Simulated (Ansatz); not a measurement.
**Al₂BH₃ (SMILES [BH]1[AlH][AlH]1): single points off equilibrium**

The atoms stand at a structure displaced at random from a GFN2-xTB minimum. How far do the functionals agree with CCSD(T) there?

The runs use Ansatz 0.2.0, Gaussian basis; single points in def2-TZVPP.

Correlated methods freeze the cores.

## (1) Where the work starts

SMILES `[BH]1[AlH][AlH]1`, 6 atoms, charge 0, spin multiplicity 1.

Atoms are counted from 1 here; the program's logs count them from 0.

Bond lengths: B1–Al2 1.990 Å, B1–Al3 2.027 Å, B1–H4 1.096 Å, Al2–Al3 2.700 Å, Al2–H5 1.690 Å, Al3–H6 1.698 Å. Angles: Al2–B1–Al3 84.5°, Al2–B1–H4 97.3°, Al3–B1–H4 95.3°, B1–Al2–Al3 48.3°, B1–Al2–H5 163.8°, Al3–Al2–H5 145.9°, B1–Al3–Al2 47.2°, B1–Al3–H6 175.1°, Al2–Al3–H6 135.7°.

Coordinates:

```csv
atom,x (Å),y (Å),z (Å)
B1,-0.60540,-1.10570,-0.40690
Al2,1.01790,-0.07480,-0.92090
Al3,-0.56060,0.03610,1.26730
H4,-1.33810,-0.48380,-0.93320
H5,2.25070,0.68090,-1.79620
H6,-0.66140,1.02630,2.64350
```

## (2) CCSD(T)/def2-TZVPP

Input file run/in.yaml:

```yaml
crystal:
  periodic: [false, false, false]
  atoms:
    - {symbol: B, position_ang: [-0.605400, -1.105700, -0.406900]}
    - {symbol: Al, position_ang: [1.017900, -0.074800, -0.920900]}
    - {symbol: Al, position_ang: [-0.560600, 0.036100, 1.267300]}
    - {symbol: H, position_ang: [-1.338100, -0.483800, -0.933200]}
    - {symbol: H, position_ang: [2.250700, 0.680900, -1.796200]}
    - {symbol: H, position_ang: [-0.661400, 1.026300, 2.643500]}
basis:
  gaussian: {orbitals: def2-TZVPP}
correlation: {method: ccsd_t}
output: {forces: true}
```

No record of the launch command was kept for these runs.

## (3) PBE0-D4/def2-TZVPP

run/in.yaml: that of step 2 with these lines changed.

```diff
@@ -11,3 +11,3 @@
   gaussian: {orbitals: def2-TZVPP}
-correlation: {method: ccsd_t}
-output: {forces: true}
+hamiltonian: {xc: pbe0, dispersion: d4}
+output: {forces: true, orbitals: {seedname: orbitals}}
```

## (4) wB97M-V/def2-TZVPP

run/in.yaml: that of step 3 with these lines changed.

```diff
@@ -11,3 +11,3 @@
   gaussian: {orbitals: def2-TZVPP}
-hamiltonian: {xc: pbe0, dispersion: d4}
-output: {forces: true, orbitals: {seedname: orbitals}}
+hamiltonian: {xc: {name: wB97M-V}}
+output: {forces: true}
```

## (5) r2SCAN-D4/def2-TZVPP

run/in.yaml: that of step 4 with these lines changed.

```diff
@@ -11,3 +11,3 @@
   gaussian: {orbitals: def2-TZVPP}
-hamiltonian: {xc: {name: wB97M-V}}
+hamiltonian: {xc: r2scan, dispersion: d4}
 output: {forces: true}
```

## (6) PBE-D4/def2-TZVPP

run/in.yaml: that of step 5 with these lines changed.

```diff
@@ -11,3 +11,3 @@
   gaussian: {orbitals: def2-TZVPP}
-hamiltonian: {xc: r2scan, dispersion: d4}
+hamiltonian: {xc: pbe, dispersion: d4}
 output: {forces: true}
```

## (7) LC-wPBE/def2-TZVPP

run/in.yaml: that of step 6 with these lines changed.

```diff
@@ -11,3 +11,3 @@
   gaussian: {orbitals: def2-TZVPP}
-hamiltonian: {xc: pbe, dispersion: d4}
+hamiltonian: {xc: {name: LC-wPBE}}
 output: {forces: true}
```

## (8) CAM-B3LYP-D4/def2-TZVPP

run/in.yaml: that of step 7 with these lines changed.

```diff
@@ -11,3 +11,3 @@
   gaussian: {orbitals: def2-TZVPP}
-hamiltonian: {xc: {name: LC-wPBE}}
+hamiltonian: {xc: {name: CAM-B3LYP}, dispersion: d4}
 output: {forces: true}
```

(Steps that only read results are left out.)

Q: Predict the outcome of this session. Wanted: energy less free atoms, CCSD(T)/def2-TZVPP; RMS force component; RMS force error; HOMO and LUMO, PBE0-D4; T1 diagnostic.

**Answer**, as computed:

| quantity | value |
| --- | --- |
| energy less free atoms, CCSD(T)/def2-TZVPP | -13.816 eV |
| RMS force component | 1.344 to 1.431 eV/Å over the methods |
| RMS force error | PBE0-D4 0.128, wB97M-V 0.157, r2SCAN-D4 0.130, PBE-D4 0.134, LC-wPBE 0.259, CAM-B3LYP-D4 0.203 eV/Å |
| HOMO and LUMO, PBE0-D4 | -5.81 and -2.27 eV |
| T1 diagnostic | 0.029 |

**Reading.** Against CCSD(T) the functionals' energies less atoms differ by -0.771 to -0.128 eV, PBE-D4 by -0.689 eV. A larger basis would deepen the CCSD(T) value, while the functionals are nearly converged already, so the order here is not reliable. On forces the order runs from PBE0-D4 to LC-wPBE. The T1 diagnostic is large here, over the usual mark for main-group molecules (transition-metal compounds often pass it harmlessly), so CCSD(T) itself may be off. The restricted Hartree–Fock reference is unstable towards an unrestricted one at one or more of these structures.
